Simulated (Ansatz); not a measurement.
**NH (singlet): the correlation ladder at distance N1–H2 = 0.830 Å, aug-cc-pVDZ**

How much of the correlation energy of NH (singlet) does each wave-function method recover here?

Method: aug-cc-pVDZ, core rule «outside noble gas», up to 1 orbitals frozen; program: Ansatz 0.2.0, Gaussian basis.

To be run: UHF; CCSD(T) on RHF; CCSD(T) on UHF; BCCD(T) on RHF; CISD; CCSDT(Q) on RHF; CCSDT(Q) on UHF; CASSCF and MRCISD+Q, 2 electrons in 2 orbitals; CASSCF and NEVPT2, 2 electrons in 2 orbitals; CASSCF and MRCISD+Q, 6 electrons in 5 orbitals; CASSCF and NEVPT2, 6 electrons in 5 orbitals; Full CI; Full CI in the symmetry of the determinant.

24 further runs of the same task are left out: 5 for a known fault of the program, 15 that didn't finish, 4 set aside as unsound or not needed.

### 1 The geometry

The geometry derives from a PBE0/def2-TZVP stationary point (not a proven minimum). One bond is set to the value named and the two fragments are kept rigid.

2 atoms, charge 0, spin multiplicity 1.

Atoms are counted from 1 here; the program's logs count them from 0.

Bond lengths: N1–H2 0.830 Å.

### 2 UHF

in.yaml reads:

```yaml
crystal:
  periodic: [false, false, false]
  atoms:
    - {symbol: N, position_ang: [0.000000, 0.000000, 0.000000]}
    - {symbol: H, position_ang: [0.000000, 0.000000, 0.830000]}
basis:
  gaussian: {orbitals: aug-cc-pVDZ}
magnetization: {spin_polarized: true, initial_magnetization: 0}
hamiltonian: {xc: hf}
output: {orbitals: {seedname: orbitals}}
```

On the command line:

```
> ansatz run in.yaml --threads 1 --pin off --events-out ev --progress --plain --max-ram 2393MiB
```

Further steps of the session: CCSD(T) on RHF; CCSD(T) on UHF; BCCD(T) on RHF; CISD; CCSDT(Q) on RHF; CCSDT(Q) on UHF; CASSCF and MRCISD+Q, 2 electrons in 2 orbitals; CASSCF and NEVPT2, 2 electrons in 2 orbitals; CASSCF and MRCISD+Q, 6 electrons in 5 orbitals; CASSCF and NEVPT2, 6 electrons in 5 orbitals; Full CI; Full CI in the symmetry of the determinant.

Q: Predict the results of all the runs planned. Wanted: FCI below the RHF energy; RMP2 from FCI; RCCSD from FCI; RCCSD(T) from FCI; RCCSDT(Q) from FCI; NEVPT2 pair from FCI; MRCISD+Q pair from FCI; NEVPT2 valence from FCI; T1 diagnostic.

**Answer**, as computed:

```
                         quantity                                               value
         FCI below the RHF energy                                          -4.5957 eV
                    RMP2 from FCI                                       +121.5 kJ/mol
                   RCCSD from FCI                                        +42.1 kJ/mol
                RCCSD(T) from FCI                                        +23.6 kJ/mol
               RCCSDT(Q) from FCI                                         -0.7 kJ/mol
             NEVPT2 pair from FCI                                        +51.3 kJ/mol
           MRCISD+Q pair from FCI                                         -0.7 kJ/mol
          NEVPT2 valence from FCI                                        +67.2 kJ/mol
levels within 1 kcal/mol (43 meV)  RCCSDT, RCCSDT(Q), MRCISD+Q pair, MRCISD+Q valence
                    T1 diagnostic                                               0.008
   effectively unpaired electrons                                                2.01
```

What this shows: RCCSD(T) lands +23.6 kJ/mol from the yardstick (5.3 % of the correlation energy). RCCSDT(Q), MRCISD+Q pair, MRCISD+Q valence fall below full CI, which methods that aren't variational can do. The occupations show strong static correlation (2.0 unpaired electrons where one determinant has 0). Of the multireference levels listed MRCISD+Q pair comes nearest in total energy (-0.7 kJ/mol), which doesn't show that its space is the better one. These misses are within one basis, not against nature.
